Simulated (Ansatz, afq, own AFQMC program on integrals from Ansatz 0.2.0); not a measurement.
# Atomization energy of CH2Ge, singlet

```xyz
4

Ge    0.0000    0.0000    0.3030
C     0.0000    0.0000   -1.4834
H     0.0000   -0.9122   -2.0790
H     0.0000    0.9122   -2.0790
```

Connectivity, by distances: Ge–CH2.

Atoms in their ground-state spins without spin–orbit coupling (mostly on UHF) minus the molecule (RHF), without zero-point energy. The geometry is a stationary point, not shown to be a minimum.

Basis cc-pVDZ. Noble-gas cores (and the filled d shells of Ga–Kr and In–Xe) are frozen. AFQMC by an in-house program on the Cholesky factors that Ansatz 0.2.0 writes for its CCSD(T) run. The CISD trial takes its coefficients from CCSD amplitudes. Released means that phaseless walkers are propagated on without the constraint, phases kept. ± is one standard error of the sampling. No spin–orbit coupling. The errors of all members are added in quadrature.

No full CI on the walks' own integrals is used here; CCSDT(Q) serves as the reference and is uncertain by about the last step of the cluster series. Each member takes its own surest rung, up to full CI.

The best estimate is CCSD(T) at the basis-set limit (CBS: def2-TZVPP and def2-QZVPP, with their diffuse functions for anions and beside diffuse sets, CCSD(T) itself extrapolated) plus the step from CCSD(T) to CCSDT(Q) in cc-pVDZ. Rows without CBS are in cc-pVDZ, the functionals in def2-TZVP; B2PLYP and the wave-function rows carry a basis error of their own. Core correlation and relativity beyond core potentials are missing, and ± holds the sampling alone.

Cautions: inner d shell frozen; no relativity below Rb; no spin-orbit coupling; CH₂Ge (singlet): higher spins were not checked, restricted determinant unstable towards unrestricted (UHF 127 meV lower, ⟨S²⟩ 0.40).

Best estimate: 301.2 kcal/mol.

| level | atomization energy (kcal/mol) | error against the best estimate (kcal/mol) |
| --- | --- | --- |
| HF | 200.3 | -100.9 |
| MP2 | 276.3 | -24.9 |
| CCSD | 269.9 | -31.3 |
| CCSD(T) | 274.9 | -26.3 |
| CCSDT | 275.0 | -26.2 |
| CCSDT(Q) | 275.5 | -25.7 |
| ph-AFQMC/CISD | 276.4 ± 0.6 | -24.8 ± 0.6 |
| released AFQMC | 275.4 ± 0.4 | -25.8 ± 0.4 |
| HF/CBS | 206.5 | -94.7 |
| MP2/CBS | 302.7 | 1.5 |
| CCSD(T)/CBS | 300.5 | -0.7 |
| PBE | 307.6 | 6.4 |
| r2SCAN | 301.1 | -0.1 |
| PBE0 | 299.4 | -1.8 |
| B3LYP | 299.9 | -1.3 |
| wB97M-V | 300.3 | -0.9 |
| B2PLYP | 297.2 | -4.0 |

Correlation beyond CCSD(T) adds 0.7 kcal/mol. Going to the basis-set limit adds 25.7 kcal/mol at CCSD(T). The perturbative (T) step is worth +4.9 kcal/mol.

Best estimates are given only where the step beyond CCSD(T) is under 0.3 eV and no member's determinant is very poor (T1 over 0.05, or 0.07 for open shells, ⟨S²⟩ too high by 0.3, two states mixed), so the hardest cases are missing from such tables.

The functionals ran in a triple-zeta set and keep a basis error of their own, a few kJ/mol for each bond in atomization energies and more for double hybrids, so close places among them and the extrapolated levels can swap.

CCSDT and higher add their correlation energy to the determinant of the CCSD(T) run, since their own runs factorise the integrals more tightly (a shift of under 2 meV). Each member of a difference takes its own highest rung, so a best estimate needn't equal the limit plus the step of one row. A walk keeps the symmetry of its determinant, which the program's search chose and which needn't be the lowest solution, so a lower state of the same spin and another symmetry isn't excluded. Released energies are given only where the last usable release times agree within the noise; a slower fall can still hide under it.
